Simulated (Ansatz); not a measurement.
# CH₆NSi+ (SMILES C1[NH2+][SiH2]1): one structure at several levels

The atoms stand at a structure displaced at random from a GFN2-xTB minimum. How far do the functionals agree with CCSD(T) there?

Method: single points in def2-TZVPP; program: Ansatz 0.2.0, Gaussian basis.

Cores are frozen in the correlated methods.

**1. The starting structure**

SMILES `C1[NH2+][SiH2]1`, 9 atoms, charge 1, spin multiplicity 1.

Atoms are counted from 1 here; the program's logs count them from 0.

Bond lengths: C1–N2 1.526 Å, C1–Si3 1.941 Å, C1–H4 1.116 Å, C1–H5 1.126 Å, N2–Si3 1.973 Å, N2–H6 1.009 Å, N2–H7 1.045 Å, Si3–H8 1.501 Å, Si3–H9 1.471 Å. Angles: N2–C1–Si3 68.2°, N2–C1–H4 114.2°, N2–C1–H5 115.4°, Si3–C1–H4 122.8°, Si3–C1–H5 122.4°, H4–C1–H5 107.9°, C1–N2–Si3 65.9°, C1–N2–H6 115.4°, C1–N2–H7 114.3°, Si3–N2–H6 125.3°, Si3–N2–H7 122.1°, H6–N2–H7 107.1°, C1–Si3–N2 45.9°, C1–Si3–H8 116.9°, C1–Si3–H9 116.1°, N2–Si3–H8 106.8°, N2–Si3–H9 106.9°, H8–Si3–H9 126.8°.

Geometry (Å):

```xyz
9
charge 1, multiplicity 1
C    -0.6488    0.2907   -0.6574
N     0.8142    0.3040   -0.2243
Si   -0.3725   -0.7147    0.9793
H    -0.8303   -0.1985   -1.6440
H    -1.1572    1.2955   -0.6704
H     1.4642   -0.1000   -0.8814
H     1.1797    1.2506    0.0265
H    -0.0006   -2.1612    0.8335
H    -0.4668    0.0490    2.2324
```

**2. CCSD(T)/def2-TZVPP**

The input, run/in.yaml:

```yaml
crystal:
  periodic: [false, false, false]
  atoms:
    - {symbol: C, position_ang: [-0.648800, 0.290700, -0.657400]}
    - {symbol: N, position_ang: [0.814200, 0.304000, -0.224300]}
    - {symbol: Si, position_ang: [-0.372500, -0.714700, 0.979300]}
    - {symbol: H, position_ang: [-0.830300, -0.198500, -1.644000]}
    - {symbol: H, position_ang: [-1.157200, 1.295500, -0.670400]}
    - {symbol: H, position_ang: [1.464200, -0.100000, -0.881400]}
    - {symbol: H, position_ang: [1.179700, 1.250600, 0.026500]}
    - {symbol: H, position_ang: [-0.000600, -2.161200, 0.833500]}
    - {symbol: H, position_ang: [-0.466800, 0.049000, 2.232400]}
basis:
  gaussian: {orbitals: def2-TZVPP}
total_charge: 1
correlation: {method: ccsd_t}
output: {forces: true}
```

No record of the launch command was kept for these runs.

**3. PBE0-D4/def2-TZVPP**

run/in.yaml: that of step 2 with these lines changed.

```diff
@@ -15,3 +15,3 @@
 total_charge: 1
-correlation: {method: ccsd_t}
-output: {forces: true}
+hamiltonian: {xc: pbe0, dispersion: d4}
+output: {forces: true, orbitals: {seedname: orbitals}}
```

**4. wB97M-V/def2-TZVPP**

run/in.yaml: that of step 3 with these lines changed.

```diff
@@ -15,3 +15,3 @@
 total_charge: 1
-hamiltonian: {xc: pbe0, dispersion: d4}
-output: {forces: true, orbitals: {seedname: orbitals}}
+hamiltonian: {xc: {name: wB97M-V}}
+output: {forces: true}
```

**5. r2SCAN-D4/def2-TZVPP**

run/in.yaml: that of step 4 with these lines changed.

```diff
@@ -15,3 +15,3 @@
 total_charge: 1
-hamiltonian: {xc: {name: wB97M-V}}
+hamiltonian: {xc: r2scan, dispersion: d4}
 output: {forces: true}
```

**6. PBE-D4/def2-TZVPP**

run/in.yaml: that of step 5 with these lines changed.

```diff
@@ -15,3 +15,3 @@
 total_charge: 1
-hamiltonian: {xc: r2scan, dispersion: d4}
+hamiltonian: {xc: pbe, dispersion: d4}
 output: {forces: true}
```

**7. BHLYP-D4/def2-TZVPP**

run/in.yaml: that of step 6 with these lines changed.

```diff
@@ -15,3 +15,3 @@
 total_charge: 1
-hamiltonian: {xc: pbe, dispersion: d4}
+hamiltonian: {xc: {name: BHLYP}, dispersion: d4}
 output: {forces: true}
```

**8. LC-wPBE/def2-TZVPP**

run/in.yaml: that of step 7 with these lines changed.

```diff
@@ -15,3 +15,3 @@
 total_charge: 1
-hamiltonian: {xc: {name: BHLYP}, dispersion: d4}
+hamiltonian: {xc: {name: LC-wPBE}}
 output: {forces: true}
```

(Steps that only read results are left out.)

Before running it: what results should come out? Wanted: energy less free atoms, CCSD(T)/def2-TZVPP; RMS force component; RMS force error; HOMO and LUMO, PBE0-D4; T1 diagnostic.

The runs gave:

| quantity | value |
| --- | --- |
| energy less free atoms, CCSD(T)/def2-TZVPP | -2241.2 kJ/mol |
| RMS force component | 0.645 to 0.843 eV/Å over the methods |
| RMS force error | PBE0-D4 0.147, wB97M-V 0.089, r2SCAN-D4 0.075, PBE-D4 0.182, BHLYP-D4 0.188, LC-wPBE 0.214 eV/Å |
| HOMO and LUMO, PBE0-D4 | -13.90 and -6.51 eV |
| T1 diagnostic | 0.011 |

Against CCSD(T) the functionals' energies less atoms differ by -125.6 to -8.8 kJ/mol, PBE-D4 by -125.6 kJ/mol. A larger basis would deepen the CCSD(T) value, while the functionals are nearly converged already, so the order here is not reliable. On forces the order runs from r2SCAN-D4 to LC-wPBE. Frozen-core CCSD(T) forces in triple zeta carry basis errors of their own, and this is one geometry, so small gaps rank nothing.
